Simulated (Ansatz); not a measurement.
One change: `Fc1ccccc1` becomes `Clc1ccccc1`.

Ansatz, PBE0-D4/def2-TZVP geometries, multiplicity 1. 

```csv
property,`Fc1ccccc1`
HOMO energy (B3LYP/def2-TZVPP) / eV,-7.00
LUMO energy (ωB97M-V/def2-TZVPP) / eV,1.52
LUMO energy (PBE0/def2-TZVPP) / eV,-0.51
zero-point energy (PBE0-D4/def2-TZVP) / kJ/mol,243.3
LUMO energy (B3LYP/def2-TZVPP) / eV,-0.70
HOMO–LUMO gap (B3LYP/def2-TZVPP) / eV,6.29
```

(1) What does the change do to each property? (Estimate.)

Results:

(1) Ansatz gave: 
| property | `Clc1ccccc1` | shift |
| --- | --- | --- |
| HOMO energy (B3LYP/def2-TZVPP) / eV | -6.92 | 0.08 |
| LUMO energy (ωB97M-V/def2-TZVPP) / eV | 1.47 | -0.05 |
| LUMO energy (PBE0/def2-TZVPP) / eV | -0.55 | -0.04 |
| zero-point energy (PBE0-D4/def2-TZVP) / kJ/mol | 239.8 | -3.5 |
| LUMO energy (B3LYP/def2-TZVPP) / eV | -0.74 | -0.04 |
| HOMO–LUMO gap (B3LYP/def2-TZVPP) / eV | 6.17 | -0.12 |

B3LYP here is the variant with VWN-RPA as its local correlation; programs differ in this.
